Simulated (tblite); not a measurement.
Species: FH2P.
SMILES: `FP`

Method: GFN2-xTB as coded in tblite; computed harmonic values from a numerical Hessian at the method's own geometry, unscaled. Against measured fundamentals such values can be off by several per cent, at times by over 20. Modes of hydrogen on phosphorus can be 10 to 20 % off.

Harmonic wavenumbers (cm⁻¹): 740.7, 873.7, 927.4, 1144.8, 2227.6, 2277.0.

A = 131779, B = 14788, C = 14678 MHz; mass 51.988 u (most abundant isotopes); point group Cs, symmetry number 1.

Problem. Zero-point energy?

Solution. ½Σν̃ = 4096 cm⁻¹ = 48.99 kJ/mol.

Problem. What is S at 298.15 K and 1 bar for an ideal gas of classical rigid rotors and harmonic oscillators?

Solution. Translation 158.13, rotation 83.50, vibration 2.49: S = 244.1 J/(mol K).

Problem. And Cp and H(298.15 K) − H(0)?

Solution. Cp = 41.65 J/(mol K), of which vibrations give 8.40 (their classical limit is 6 R = 49.9); H(298.15 K) − H(0) = 10.51 kJ/mol without the zero-point energy, 0.60 from vibrations.

Problem. Which modes carry the vibrational entropy at 298.15 K?

Solution. 740.7 cm⁻¹: 1.09; 873.7 cm⁻¹: 0.65; 927.4 cm⁻¹: 0.52; 1144.8 cm⁻¹: 0.22; 2227.6 cm⁻¹: 0.00; 2277.0 cm⁻¹: 0.00 J/(mol K).

Problem. How do the functions run with temperature in this model?

Solution. 
```csv
T (K),S (J/(mol K)),Cp (J/(mol K)),H − H(0) (kJ/mol),G − H(0) (kJ/mol),ln q(vib)
100,205.3,33.3,3.33,-17.20,0.00
373.15,254.0,46.5,13.82,-80.96,0.14
500,268.6,53.5,20.18,-114.13,0.32
750,292.3,63.2,34.86,-184.36,0.81
1000,311.4,69.4,51.50,-259.90,1.36
```

q(vib) and H(0) count from the zero-point level.

Problem. What must be added to the electronic energy to get the Gibbs energy at 298.15 K and 1 bar?

Solution. ZPE + [H(298.15 K) − H(0)] − T·S = 48.99 + 10.51 − 72.78 = -13.28 kJ/mol.
